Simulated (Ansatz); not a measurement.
Reaction: B2F4 (difluoroboranyl(difluoro)borane, SMILES FB(B(F)F)F) → 2 BF2 (SMILES F[B]F, doublet) (the B-B bond breaks)
Each species at its own B3LYP-D3(BJ)/def2-TZVP minimum (Ansatz, a first-principles code), one conformer.

Wanted: bond dissociation energy (electronic), in kcal/mol. UHF or UKS for unpaired electrons; spin-orbit terms are left out. CBS(X,Y): correlation extrapolated as X^-3, Hartree-Fock from the larger set (Q,5: extrapolated as (X+1)exp(-9√X)). A bracket is a step between two methods taken in the basis named. Functionals run without relativity, which enters their misses. Double hybrids freeze cores in their MP2 part. '+ core + X2C': CCSD(T) terms for core correlation (cc-pwCVTZ) and scalar relativity (cc-pVTZ-DK).

CCSD(T)/CBS(cc-pVQZ,cc-pV5Z) + [CCSDT(Q) - CCSD(T)]/cc-pVDZ + core + X2C (Ansatz) gives 105.5 kcal/mol.

Problem. What does PBE/def2-TZVPD (Ansatz) give here, and how do the other levels compare?

Solution. PBE gives 99.5 kcal/mol, 6.0 kcal/mol below it. Differences of the others: r2SCAN/def2-TZVPD (Ansatz) -9.0; B2PLYP/def2-TZVPD (Ansatz) -3.6; CCSD(T)/CBS(cc-pVQZ,cc-pV5Z) + core + X2C (Ansatz) 0.0 kcal/mol. Nearer than PBE: B2PLYP/def2-TZVPD, CCSD(T)/CBS(cc-pVQZ,cc-pV5Z) + core + X2C.
